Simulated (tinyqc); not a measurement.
Inside a calculation (part 1 of 2). Method: UKS/B3LYP (VWN-RPA form) in the sto-3g basis, for CH2, spin multiplicity 3. Computed by tinyqc, a small Python program that keeps every step (integrals from PySCF). Settings: charge = 0, multiplicity = 3, basis = sto-3g, energy threshold = 1e-09, iteration cap = 72, orthogonalisation = symmetric, start = atomic densities, DIIS depth = 8, method = UKS, functional = b3lyp, grid = [10, 14]. Command: `OMP_NUM_THREADS=1 python tinyqc.py 22951 22952 out.jsonl` (the two numbers bound the seeds that draw the settings). One thread of a shared host (Intel(R) Xeon(R) Processor @ 2.60GHz), about 5 s of CPU time with the checks. Later iterations appear only in the table of the cycle.

## One-electron integrals

Geometry (angstrom):
```
atom        x         y        z
C     0.00000   0.00000  0.00000
H     0.00000   1.22100  0.92000
H     0.00000  -1.19500  0.90000
```

Basis sto-3g: exponents (1/bohr^2) and contraction coefficients of normalised primitives:
```
element  l (shell)  exponent  coefficient
C            s (1)  71.61684      0.15433
C            s (1)  13.04510      0.53533
C            s (1)   3.53051      0.44463
C            s (2)   2.94125     -0.09997
C            s (2)   0.68348      0.39951
C            s (2)   0.22229      0.70012
C            p (3)   2.94125      0.15592
C            p (3)   0.68348      0.60768
C            p (3)   0.22229      0.39196
H            s (1)   3.42525      0.15433
H            s (1)   0.62391      0.53533
H            s (1)   0.16886      0.44463
```

Overlap, kinetic and nuclear-attraction integrals over the contracted functions; the nuclear repulsion is the sum of Za Zb / Rab.

nuclear repulsion = 4.4182155 hartree

overlap S, lower triangle:
```
          1C 1s    1C 2s   1C 2px    1C 2py   1C 2pz    2H 1s    3H 1s
1C 1s   1.00000
1C 2s   0.24836  1.00000
1C 2px  0.00000  0.00000  1.00000
1C 2py  0.00000  0.00000  0.00000   1.00000
1C 2pz  0.00000  0.00000  0.00000   0.00000  1.00000
2H 1s   0.02300  0.27400  0.00000   0.24129  0.18181  1.00000
3H 1s   0.02472  0.28746  0.00000  -0.25090  0.18896  0.05786  1.00000
```

kinetic energy T (hartree), lower triangle:
```
           1C 1s    1C 2s   1C 2px    1C 2py   1C 2pz     2H 1s    3H 1s
1C 1s   15.89112
1C 2s   -0.08589  0.47225
1C 2px   0.00000  0.00000  1.47773
1C 2py   0.00000  0.00000  0.00000   1.47773
1C 2pz   0.00000  0.00000  0.00000   0.00000  1.47773
2H 1s   -0.00679  0.01410  0.00000   0.05865  0.04419   0.76003
3H 1s   -0.00739  0.01810  0.00000  -0.06549  0.04933  -0.01110  0.76003
```

nuclear attraction V (hartree), lower triangle:
```
            1C 1s     1C 2s    1C 2px    1C 2py    1C 2pz     2H 1s     3H 1s
1C 1s   -34.35261
1C 2s    -4.36605  -5.88717
1C 2px    0.00000   0.00000  -5.80470
1C 2py    0.00031   0.00321   0.00000  -5.88203
1C 2pz   -0.01059  -0.12074   0.00000   0.00162  -5.84858
2H 1s    -0.41007  -1.22443   0.00000  -0.97472  -0.75257  -3.51503
3H 1s    -0.44068  -1.29636   0.00000   1.02518  -0.79074  -0.22055  -3.55925
```

core Hamiltonian H = T + V (hartree), lower triangle:
```
            1C 1s     1C 2s    1C 2px    1C 2py    1C 2pz     2H 1s     3H 1s
1C 1s   -18.46148
1C 2s    -4.45194  -5.41492
1C 2px    0.00000   0.00000  -4.32697
1C 2py    0.00031   0.00321   0.00000  -4.40430
1C 2pz   -0.01059  -0.12074   0.00000   0.00162  -4.37085
2H 1s    -0.41686  -1.21033   0.00000  -0.91607  -0.70838  -2.75500
3H 1s    -0.44808  -1.27826   0.00000   0.95968  -0.74142  -0.23165  -2.79922
```

## Two-electron integrals

Functions are numbered as in S; the eight-fold symmetry (ij|kl) = (ji|kl) = (kl|ij) leaves the list below.

Two-electron integrals (ij|kl) in chemists' order, unique and non-zero (hartree):
```
(11|11) 3.54195    (21|11) 0.57692    (21|21) 0.11189    (22|11) 0.85468
(22|21) 0.20528    (22|22) 0.62471    (31|31) 0.02030    (32|31) 0.03086
(32|32) 0.13800    (33|11) 0.85244    (33|21) 0.20534    (33|22) 0.62457
(33|33) 0.67283    (41|41) 0.02030    (42|41) 0.03086    (42|42) 0.13800
(43|43) 0.03627    (44|11) 0.85244    (44|21) 0.20534    (44|22) 0.62457
(44|33) 0.60030    (44|44) 0.67283    (51|51) 0.02030    (52|51) 0.03086
(52|52) 0.13800    (53|53) 0.03627    (54|54) 0.03627    (55|11) 0.85244
(55|21) 0.20534    (55|22) 0.62457    (55|33) 0.60030    (55|44) 0.60030
(55|55) 0.67283    (61|11) 0.05363    (61|21) 0.01034    (61|22) 0.01897
(61|33) 0.01891    (61|41) 0.00047    (61|42) 0.00089    (61|44) 0.01902
(61|51) 0.00035    (61|52) 0.00067    (61|54) 0.00008    (61|55) 0.01898
(61|61) 0.00097    (62|11) 0.15999    (62|21) 0.03910    (62|22) 0.13535
(62|33) 0.13190    (62|41) 0.00291    (62|42) 0.02223    (62|44) 0.13842
(62|51) 0.00219    (62|52) 0.01675    (62|54) 0.00491    (62|55) 0.13560
(62|61) 0.00377    (62|62) 0.04293    (63|31) 0.00353    (63|32) 0.01987
(63|43) 0.00407    (63|53) 0.00307    (63|63) 0.00455    (64|11) 0.12058
(64|21) 0.02980    (64|22) 0.10936    (64|33) 0.10414    (64|41) 0.00537
(64|42) 0.03588    (64|44) 0.11699    (64|51) 0.00139    (64|52) 0.01206
(64|54) 0.00662    (64|55) 0.10682    (64|61) 0.00297    (64|62) 0.04100
(64|64) 0.04299    (65|11) 0.09086    (65|21) 0.02245    (65|22) 0.08240
(65|33) 0.07847    (65|41) 0.00139    (65|42) 0.01206    (65|44) 0.08202
(65|51) 0.00457    (65|52) 0.02896    (65|54) 0.00675    (65|55) 0.08662
(65|61) 0.00224    (65|62) 0.03089    (65|64) 0.02896    (65|65) 0.02637
(66|11) 0.34480    (66|21) 0.08557    (66|22) 0.33855    (66|33) 0.32304
(66|41) 0.00665    (66|42) 0.07095    (66|44) 0.35243    (66|51) 0.00501
(66|52) 0.05346    (66|54) 0.02214    (66|55) 0.33972    (66|61) 0.00828
(66|62) 0.14856    (66|64) 0.15562    (66|65) 0.11726    (66|66) 0.77461
(71|11) 0.05763    (71|21) 0.01112    (71|22) 0.02039    (71|33) 0.02033
(71|41) -0.00051   (71|42) -0.00096   (71|44) 0.02045    (71|51) 0.00038
(71|52) 0.00072    (71|54) -0.00009   (71|55) 0.02040    (71|61) 0.00102
(71|62) 0.00384    (71|64) 0.00282    (71|65) 0.00229    (71|66) 0.00841
(71|71) 0.00113    (72|11) 0.16949    (72|21) 0.04141    (72|22) 0.14304
(72|33) 0.13939    (72|41) -0.00309   (72|42) -0.02344   (72|44) 0.14628
(72|51) 0.00233    (72|52) 0.01766    (72|54) -0.00519   (72|55) 0.14330
(72|61) 0.00379    (72|62) 0.03065    (72|64) 0.02168    (72|65) 0.02153
(72|66) 0.08011    (72|71) 0.00429    (72|72) 0.04751    (73|31) 0.00377
(73|32) 0.02114    (73|43) -0.00431   (73|53) 0.00324    (73|63) 0.00302
(73|73) 0.00509    (74|11) -0.12679   (74|21) -0.03133   (74|22) -0.11473
(74|33) -0.10922   (74|41) 0.00572    (74|42) 0.03797    (74|44) -0.12280
(74|51) -0.00147   (74|52) -0.01268   (74|54) 0.00699    (74|55) -0.11204
(74|61) -0.00276   (74|62) -0.02146   (74|64) -0.01285   (74|65) -0.01488
(74|66) -0.05478   (74|71) -0.00336   (74|72) -0.04506   (74|74) 0.04706
(75|11) 0.09549    (75|21) 0.02360    (75|22) 0.08641    (75|33) 0.08226
(75|41) -0.00147   (75|42) -0.01268   (75|44) 0.08600    (75|51) 0.00488
(75|52) 0.03068    (75|54) -0.00713   (75|55) 0.09087    (75|61) 0.00224
(75|62) 0.02141    (75|64) 0.01492    (75|65) 0.01774    (75|66) 0.05869
(75|71) 0.00253    (75|72) 0.03394    (75|74) -0.03161   (75|75) 0.02889
(76|11) 0.02746    (76|21) 0.00676    (76|22) 0.02484    (76|33) 0.02407
(76|41) 3.23e-06   (76|42) 3.84e-05   (76|44) 0.02463    (76|51) 0.00060
(76|52) 0.00512    (76|54) 9.50e-06   (76|55) 0.02580    (76|61) 0.00064
(76|62) 0.00727    (76|64) 0.00609    (76|65) 0.00575    (76|66) 0.02432
(76|71) 0.00069    (76|72) 0.00760    (76|74) -0.00630   (76|75) 0.00597
(76|76) 0.00163    (77|11) 0.35216    (77|21) 0.08739    (77|22) 0.34505
(77|33) 0.32894    (77|41) -0.00691   (77|42) -0.07319   (77|44) 0.35947
(77|51) 0.00521    (77|52) 0.05512    (77|54) -0.02299   (77|55) 0.34625
(77|61) 0.00799    (77|62) 0.07720    (77|64) 0.05320    (77|65) 0.05695
(77|66) 0.21888    (77|71) 0.00910    (77|72) 0.15746    (77|74) -0.16385
(77|75) 0.12340    (77|76) 0.02432    (77|77) 0.77461
```

## Orthogonalisation

S = U s U^T; symmetric (Loewdin) form X = U s^(-1/2) U^T, so that X^T S X = 1.

eigenvalues of S: 0.51276  0.62245  0.86728  1.00000  1.11723  1.32001  1.56028

X, lower triangle:
```
           1C 1s     1C 2s   1C 2px    1C 2py    1C 2pz     2H 1s    3H 1s
1C 1s    1.02554
1C 2s   -0.13836   1.09569
1C 2px   0.00000   0.00000  1.00000
1C 2py   0.00033  -0.00306  0.00000   1.05277
1C 2pz  -0.00584   0.04582  0.00000  -0.00179   1.02938
2H 1s    0.01698  -0.15576  0.00000  -0.13674  -0.10083   1.07199
3H 1s    0.01774  -0.16540  0.00000   0.14367  -0.10609  -0.01004  1.07947
```

## Starting guess

The start is atomic minimal-basis densities projected into this basis (PySCF's MINAO start) and scaled to the electron count of each spin; this density is not idempotent, so its energy is not variational and may lie below the converged one.

D(alpha) at the start, lower triangle:
```
           1C 1s     1C 2s   1C 2px    1C 2py   1C 2pz    2H 1s    3H 1s
1C 1s    1.33978
1C 2s   -0.32396   1.31068
1C 2px   0.00000   0.00000  0.41158
1C 2py  -0.00020   0.00069  0.00000   0.38725
1C 2pz   0.00544  -0.02014  0.00000   0.00044  0.39774
2H 1s   -0.01234   0.05095  0.00000   0.03282  0.02121  0.60415
3H 1s   -0.01249   0.05152  0.00000  -0.03264  0.02116  0.01889  0.60326
```

D(beta) at the start, lower triangle:
```
           1C 1s     1C 2s   1C 2px    1C 2py   1C 2pz    2H 1s    3H 1s
1C 1s    0.80387
1C 2s   -0.19437   0.78641
1C 2px   0.00000   0.00000  0.24695
1C 2py  -0.00012   0.00041  0.00000   0.23235
1C 2pz   0.00326  -0.01208  0.00000   0.00026  0.23865
2H 1s   -0.00740   0.03057  0.00000   0.01969  0.01273  0.36249
3H 1s   -0.00749   0.03091  0.00000  -0.01958  0.01270  0.01134  0.36196
```

## Iteration 1: exchange-correlation on the grid

Becke grid with 10 radial and 14 angular points per atom, points of zero weight dropped. rho = sum D_ij phi_i phi_j; V_xc,ij = sum w v_xc phi_i phi_j plus the gradient terms; v_xc is d(rho eps)/d rho(s) for spin s at fixed gradient. Exact exchange is left to K.

The 16 grid points with the largest w rho, of 418 (bohr, atomic units):
```
x                y         z        w  rho(alpha)  rho(beta)    eps_xc  v_xc(alpha)
-0.84021  -0.84021  -0.84021  1.56141     0.05912    0.03547  -0.33399     -0.40771
0.84021   -0.84021  -0.84021  1.56141     0.05912    0.03547  -0.33399     -0.40771
0.84021    0.84021  -0.84021  1.56152     0.05910    0.03546  -0.33397     -0.40765
-0.84021   0.84021  -0.84021  1.56152     0.05910    0.03546  -0.33397     -0.40765
0.84021    0.84021   0.84021  1.45420     0.06250    0.03750  -0.33586     -0.41696
-0.84021   0.84021   0.84021  1.45420     0.06250    0.03750  -0.33586     -0.41696
0.84021   -0.84021   0.84021  1.43727     0.06303    0.03782  -0.33632     -0.41832
-0.84021  -0.84021   0.84021  1.43727     0.06303    0.03782  -0.33632     -0.41832
0.00000    0.00000   1.45529  1.35817     0.06074    0.03644  -0.33443     -0.41237
0.00000    0.00000  -1.45529  1.38858     0.05926    0.03556  -0.33435     -0.40796
1.45529    0.00000   0.00000  1.38832     0.05928    0.03557  -0.33420     -0.40807
-1.45529   0.00000   0.00000  1.38832     0.05928    0.03557  -0.33420     -0.40807
0.00000    1.45529   0.00000  1.29159     0.06217    0.03730  -0.33559     -0.41609
0.00000   -1.45529   0.00000  1.27769     0.06269    0.03761  -0.33605     -0.41742
-0.46802  -0.46802  -0.46802  0.32110     0.15951    0.09571  -0.43191     -0.57473
0.46802   -0.46802  -0.46802  0.32110     0.15951    0.09571  -0.43191     -0.57473
```

electrons on the grid, sum of w rho = 8.01007

E_xc = sum of w rho eps_xc = -4.9251415 hartree

V_xc(alpha) (hartree), lower triangle:
```
           1C 1s     1C 2s    1C 2px    1C 2py    1C 2pz     2H 1s     3H 1s
1C 1s   -1.95145
1C 2s   -0.28112  -0.47032
1C 2px   0.00000   0.00000  -0.46171
1C 2py   0.00000   0.00051   0.00000  -0.47416
1C 2pz   0.00014  -0.00957   0.00000   0.00044  -0.47239
2H 1s   -0.02631  -0.10628   0.00000  -0.09020  -0.06887  -0.38332
3H 1s   -0.02827  -0.11266   0.00000   0.09513  -0.07261  -0.01884  -0.38526
```

V_xc(beta) (hartree), lower triangle:
```
           1C 1s     1C 2s    1C 2px    1C 2py    1C 2pz     2H 1s     3H 1s
1C 1s   -1.69931
1C 2s   -0.25020  -0.42501
1C 2px   0.00000   0.00000  -0.41767
1C 2py   0.00000   0.00046   0.00000  -0.42943
1C 2pz   0.00011  -0.00928   0.00000   0.00039  -0.42747
2H 1s   -0.02337  -0.09646   0.00000  -0.08188  -0.06257  -0.34527
3H 1s   -0.02512  -0.10220   0.00000   0.08630  -0.06593  -0.01721  -0.34701
```

## Iteration 1: building the Kohn-Sham matrix

J_ij = sum D_kl (ij|kl) with D = D(alpha) + D(beta), K_ij = sum D_kl (ik|jl) for each spin; F = H + J - 0.2 K(s) + V_xc; E = tr D H + tr D J / 2 - 0.1 sum_s tr D(s) K(s) + E_xc + E_nn.

Coulomb J (hartree), lower triangle:
```
           1C 1s     1C 2s   1C 2px    1C 2py   1C 2pz    2H 1s    3H 1s
1C 1s   11.18200
1C 2s    2.13369   4.86595
1C 2px   0.00000   0.00000  4.82866
1C 2py  -0.00027  -0.00225  0.00000   4.88920
1C 2pz   0.00992   0.10905  0.00000  -0.00085  4.86296
2H 1s    0.19811   1.08461  0.00000   0.88632  0.68481  3.03679
3H 1s    0.21294   1.14598  0.00000  -0.92992  0.71791  0.20272  3.07745
```

exchange K(alpha) (hartree), lower triangle:
```
           1C 1s     1C 2s   1C 2px    1C 2py   1C 2pz    2H 1s    3H 1s
1C 1s    4.54343
1C 2s    0.77298   1.08755
1C 2px   0.00000   0.00000  0.50423
1C 2py  -0.00030  -0.00263  0.00000   0.55541
1C 2pz   0.00419   0.04397  0.00000  -0.00160  0.53300
2H 1s    0.07976   0.32664  0.00000   0.18520  0.14774  0.58359
3H 1s    0.08569   0.34426  0.00000  -0.19463  0.15449  0.08325  0.59309
```

exchange K(beta) (hartree), lower triangle:
```
           1C 1s     1C 2s   1C 2px    1C 2py   1C 2pz    2H 1s    3H 1s
1C 1s    2.72606
1C 2s    0.46379   0.65253
1C 2px   0.00000   0.00000  0.30254
1C 2py  -0.00018  -0.00158  0.00000   0.33325
1C 2pz   0.00252   0.02638  0.00000  -0.00096  0.31980
2H 1s    0.04786   0.19598  0.00000   0.11112  0.08864  0.35015
3H 1s    0.05141   0.20656  0.00000  -0.11678  0.09269  0.04995  0.35585
```

F(alpha) (hartree), lower triangle:
```
            1C 1s     1C 2s    1C 2px    1C 2py    1C 2pz     2H 1s     3H 1s
1C 1s   -10.13961
1C 2s    -2.75397  -1.23680
1C 2px    0.00000   0.00000  -0.06086
1C 2py    0.00010   0.00200   0.00000  -0.10034
1C 2pz   -0.00137  -0.03006   0.00000   0.00153  -0.08688
2H 1s    -0.26101  -0.29733   0.00000  -0.15700  -0.12199  -0.21826
3H 1s    -0.28055  -0.31379   0.00000   0.16381  -0.12701  -0.06442  -0.22565
```

F(beta) (hartree), lower triangle:
```
           1C 1s     1C 2s   1C 2px    1C 2py    1C 2pz     2H 1s     3H 1s
1C 1s   -9.52401
1C 2s   -2.66121  -1.10448
1C 2px   0.00000   0.00000  0.02351
1C 2py   0.00007   0.00174  0.00000  -0.01118
1C 2pz  -0.00106  -0.02625  0.00000   0.00136   0.00068
2H 1s   -0.25170  -0.26138  0.00000  -0.13386  -0.10386  -0.13351
3H 1s   -0.27054  -0.27579  0.00000   0.13942  -0.10797  -0.05614  -0.13995
```

total energy of this density = -38.4663663 hartree

This density is the starting one; it is not idempotent, so its energy is not variational and may lie below the converged one.

## Iteration 1: diagonalisation and new density

Diagonalise F' = X^T F X, C = X C', fill 5 alpha and 3 beta electrons from the bottom; D(s) = C_occ C_occ^T. Each column has its largest component positive (the first on a tie).

F' = X^T F X (alpha) (hartree), lower triangle:
```
          1         2         3         4         5         6         7
1  -9.92289
2  -1.45415  -0.66709
3   0.00000   0.00000  -0.06086
4   0.00067  -0.00164   0.00000  -0.02266
5  -0.01495   0.02532   0.00000  -0.00099  -0.04428
6  -0.00006  -0.15509   0.00000  -0.14732  -0.10763  -0.10989
7  -0.00319  -0.16478   0.00000   0.15447  -0.11317  -0.01617  -0.10616
```

orbital energies (alpha) (hartree): MO1 -10.14612, MO2 -0.56336, MO3 -0.27339, MO4 -0.17596, MO5 -0.06086, MO6 0.12534, MO7 0.16053

coefficients C (alpha):
```
             MO1       MO2       MO3       MO4      MO5       MO6       MO7
1C 1s    0.99276  -0.24579  -0.00485   0.11942  0.00000  -0.10320   0.02464
1C 2s    0.02869   0.85911   0.02128  -0.51873  0.00000   0.49998  -0.12243
1C 2px   0.00000   0.00000   0.00000   0.00000  1.00000   0.00000   0.00000
1C 2py  -0.00011  -0.00515   0.53122   0.00263  0.00000   0.19345   0.90996
1C 2pz   0.00181   0.07116  -0.00879   0.65961  0.00000   0.78387  -0.16886
2H 1s   -0.00445   0.20289   0.49410   0.41356  0.00000  -0.73613  -0.45214
3H 1s   -0.00467   0.21603  -0.49336   0.39434  0.00000  -0.49353   0.73196
```

F' = X^T F X (beta) (hartree), lower triangle:
```
          1         2        3         4         5         6         7
1  -9.29883
2  -1.45625  -0.54492
3   0.00000   0.00000  0.02351
4   0.00075  -0.00177  0.00000   0.06515
5  -0.01637   0.02782  0.00000  -0.00109   0.04251
6   0.00473  -0.14804  0.00000  -0.14425  -0.10519  -0.02940
7   0.00189  -0.15718  0.00000   0.15107  -0.11047  -0.01519  -0.02526
```

orbital energies (beta) (hartree): MO1 -9.53484, MO2 -0.43299, MO3 -0.18581, MO4 -0.08583, MO5 0.02351, MO6 0.20813, MO7 0.24060

coefficients C (beta):
```
             MO1       MO2       MO3       MO4      MO5       MO6       MO7
1C 1s    0.99027  -0.24635  -0.00467   0.13101  0.00000  -0.11052   0.02832
1C 2s    0.03804   0.83072   0.01972  -0.54621  0.00000   0.51466  -0.13505
1C 2px   0.00000   0.00000   0.00000   0.00000  1.00000   0.00000   0.00000
1C 2py  -0.00014  -0.00541   0.52084   0.00026  0.00000   0.21060   0.91215
1C 2pz   0.00241   0.07754  -0.00650   0.65844  0.00000   0.78127  -0.18223
2H 1s   -0.00614   0.22822   0.50306   0.40344  0.00000  -0.73867  -0.43483
3H 1s   -0.00645   0.24225  -0.49784   0.38746  0.00000  -0.47867   0.73423
```

D(alpha) after iteration 1, lower triangle:
```
           1C 1s     1C 2s   1C 2px    1C 2py   1C 2pz     2H 1s    3H 1s
1C 1s    1.06026
1C 2s   -0.24473   1.00843
1C 2px   0.00000   0.00000  1.00000
1C 2py  -0.00110   0.00551  0.00000   0.28223
1C 2pz   0.06312  -0.28116  0.00000  -0.00330  0.44022
2H 1s   -0.00730  -0.02984  0.00000   0.26252  0.28287   0.45636
3H 1s   -0.00825  -0.02960  0.00000  -0.26216  0.27981  -0.03684  0.44559
```

D(beta) after iteration 1, lower triangle:
```
           1C 1s    1C 2s   1C 2px    1C 2py   1C 2pz     2H 1s    3H 1s
1C 1s    1.04134
1C 2s   -0.16708  0.69194
1C 2px   0.00000  0.00000  0.00000
1C 2py  -0.00124  0.00577  0.00000   0.27130
1C 2pz  -0.01668  0.06438  0.00000  -0.00380  0.00606
2H 1s   -0.06465  0.19927  0.00000   0.26078  0.01441   0.30519
3H 1s   -0.06375  0.19118  0.00000  -0.26060  0.02200  -0.19512  0.30657
```
